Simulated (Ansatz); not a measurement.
# C₃H₄OS: small, medium and large basis sets

One table from this session's results is given with a row withheld; the runs are named, their logs left out.

Method: one geometry, several basis sets; program: Ansatz 0.2.0, Gaussian basis.

Plan: PBE0-D4/def2-SVP; ωB97M-V/def2-SVP; PBE0-D4/def2-QZVPP; ωB97M-V/def2-QZVPP; the functionals' def2-TZVPP values are taken from earlier runs.

### The relaxed structure

The geometry comes from an earlier relaxation with PBE0-D4 in a triple-zeta def2 set; it is a stationary point, not always the lowest conformer.

SMILES `C=CC(O)=S`, 9 atoms, charge 0, spin multiplicity 1.

Atoms are counted from 1 here; the program's logs count them from 0.

Bond lengths: C1–C2 1.328 Å, C1–H6 1.085 Å, C1–H7 1.083 Å, C2–C3 1.463 Å, C2–H8 1.086 Å, C3–O4 1.334 Å, C3–S5 1.633 Å, O4–H9 0.969 Å. Angles: C2–C1–H6 120.5°, C2–C1–H7 121.0°, H6–C1–H7 118.5°, C1–C2–C3 123.6°, C1–C2–H8 121.2°, C3–C2–H8 115.2°, C2–C3–O4 110.5°, C2–C3–S5 127.1°, O4–C3–S5 122.4°, C3–O4–H9 106.9°.

The first run:

Contents of in.yaml:

```yaml
crystal:
  periodic: [false, false, false]
  atoms:
    - {symbol: C, position_ang: [1.292293, -0.144557, -0.947127]}
    - {symbol: C, position_ang: [0.373893, -0.541035, -0.073161]}
    - {symbol: C, position_ang: [-0.698579, 0.322262, 0.420287]}
    - {symbol: O, position_ang: [-1.469664, -0.338499, 1.285899]}
    - {symbol: S, position_ang: [-0.975403, 1.879925, 0.015542]}
    - {symbol: H, position_ang: [1.278657, 0.866948, -1.338499]}
    - {symbol: H, position_ang: [2.069369, -0.818916, -1.285070]}
    - {symbol: H, position_ang: [0.375682, -1.550168, 0.326803]}
    - {symbol: H, position_ang: [-2.157750, 0.277840, 1.578026]}
basis:
  gaussian: {orbitals: def2-SVP}
hamiltonian: {xc: pbe0, dispersion: d4}
output: {orbitals: {seedname: orbitals}}
```

Started as:

```sh
ansatz run in.yaml --threads 2 --pin off --events-out ev --progress --plain --max-ram 4352MiB
```

Among the steps run: PBE0-D4 in def2-SVP; ωB97M-V in def2-SVP; PBE0-D4 in def2-QZVPP; ωB97M-V in def2-QZVPP.

One of the session's tables, all rows but one given; the rest of the session is left out.

It belongs to the step «Density functionals: the series». 

| functional | basis | HOMO (eV) | LUMO (eV) |
| --- | --- | --- | --- |
| PBE0-D4 | def2-SVP | -6.67 | -2.11 |
| PBE0-D4 | def2-TZVPP | -6.81 | -2.30 |
| PBE0-D4 | def2-QZVPP | -6.85 | -2.36 |
| ωB97M-V | def2-SVP | -8.83 | 0.07 |
| ωB97M-V | def2-TZVPP | -9.01 | -0.20 |
| ωB97M-V | def2-QZVPP | ? | ? |

Q: Estimate the row for ωB97M-V, def2-QZVPP from the others.

As computed: HOMO (eV): -9.05; LUMO (eV): -0.29. In the column «HOMO (eV)» it is the lowest.
